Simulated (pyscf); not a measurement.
Thermochemistry of product channels of AsH (SMILES [AsH]) [triplet] + GaH₃ (SMILES [GaH3]) on the triplet surface, in kJ/mol, from ωB97M-D3(BJ)/def2-TZVP energies (ideal gas, 1 atm, RRHO with modes under 100 cm⁻¹ raised to 100, one conformer, R ln 2 for rigid chiral ones). Optimised with ωB97X-D3(BJ)/def2-SVP in PySCF.

```
products                                                        ΔE  ΔH(298 K)  ΔG(600 K)  ΔG(900 K)
-----------------------------------------------------------  -----  ---------  ---------  ---------
AsH₃ (SMILES [AsH3]) + GaH (SMILES [GaH]) [triplet]            ___     +116.7     +114.6     +114.4
H₂Ga–As: (SMILES [GaH2][As]) [triplet] + H₂ (SMILES [H][H])  -40.6      -39.7      -36.0      -36.0
AsH₂• (SMILES [AsH2]) + GaH₂• (SMILES [GaH2])                  ___      +44.4      +30.3      +23.9
```

**Question.** Some entries are withheld; supply them.

**Answer.** 
- AsH₃ (SMILES [AsH3]) + GaH (SMILES [GaH]) [triplet], ΔE: +111.0
- AsH₂• (SMILES [AsH2]) + GaH₂• (SMILES [GaH2]), ΔE: +46.4

These are energies of the channels, which say nothing of barriers. H₂Ga–As: [triplet] lies 118.3 kJ/mol over its isomer Ga–AsH₂ [singlet], and others may lie lower still (electronic energy, ωB97M-D3(BJ)). GaH [triplet] is an excited spin state, 214.1 kJ/mol over the singlet at ωB97X-D3(BJ). The term symbol of open-shell GaH was not checked; spin-orbit terms and orbital degeneracy are left out. Elements up to Kr have no core potential and no relativistic terms here.
